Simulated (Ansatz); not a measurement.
in.yaml

```yaml
crystal:
  periodic: [false, false, false]
  atoms:
    - {symbol: Se, position_ang: [0.000000, 0.000000, 0.000000]}
    - {symbol: Li, position_ang: [0.000000, 0.000000, 2.560600]}
basis:
  gaussian: {orbitals: cc-pVTZ}
total_charge: 1
magnetization: {spin_polarized: false}
correlation: {method: mp2, electrons: outside_noble_gas}
```

```sh
$ ansatz run in.yaml --threads 1 --pin off --events-out ev --progress --plain --max-ram 2393MiB
```

Log:

```
442 factors; integrals over basis functions are off by at most 1.7e-3 eV
mean field evaluation 1: about -65499.0473 eV, gradient 1.4e1 eV
mean field evaluation 2: about -65499.0574 eV, gradient 1.4e1 eV
mean field evaluation 4: about -65499.4817 eV, gradient 5.4e-1 eV
mean field evaluation 8: about -65499.4843 eV, gradient 7.4e-5 eV
mean field evaluation 16: about -65499.4813 eV, gradient 6.8e-1 eV
mean field evaluation 32: about -65499.4843 eV, gradient 2.0e-6 eV
mean field -65499.48426662 eV, -2407.0616496534 hartree, gradient 2.5e-6 eV, S^2 0.000000; 5 other end points of the search recorded, 0 dependent functions left out; unrestricted orbitals would lower it
unrestricted determinant -65501.13501917 eV, -2407.1223136906 hartree, S^2 1.0250
15 core orbitals not correlated: weight in the atoms' cores, before any rotation towards them, 1.000 or more for the frozen orbitals, at most 0.000 for the correlated occupied ones
reference -65499.48426662 eV, -2407.0616496534 hartree; 3, 3 occupied and 55, 55 virtual orbitals, 442 factors
second order -3.13799643 eV of doubles, -0.00000000 eV of singles
Total energy: -65502.62226306 eV, -2407.1769688953 hartree
```

Ran on 1 thread of Arm Neoverse V2, shared host: 1.3 s wall, 0.1 GiB peak host memory.
